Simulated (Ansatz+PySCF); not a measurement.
Values are calculated unless marked as measured or tabulated.
Several solutions for singlet CO

```
atom   x (Å)   y (Å)    z (Å)
   C  0.0000  0.0000  -1.2892
   O  0.0000  0.0000   0.9669
```

Basis set: STO-3G (spherical functions). Charge 0, multiplicity 1.

PBE0 (unrestricted) was run from several starts with Ansatz (development build ahead of 0.2.0) and PySCF 2.14.0.

| run | program | start | converged | energy (hartree) | <S²> |
| --- | --- | --- | --- | --- | --- |
| A | PySCF | program defaults | yes | -111.19180 | 0.00 |
| B | Ansatz | search for the lowest state | yes | -111.31284 | 1.87 |
| C | Ansatz | stability test followed | yes | -111.31284 | 1.87 |
| D | Ansatz | atomic start, no search | yes | -111.19180 | 0.00 |

(1) Which runs reached the lowest solution of this kind, and what is wrong with the others?

Results:

(1) B, C reached the lowest solution found. Converged but too high: A by 3.29 eV, D by 3.29 eV. Convergence only shows a stationary point, and even a stable one can lie too high; stability tests and further starts are what find lower ones. Caution: the unrestricted determinant is a mixture of spin states.
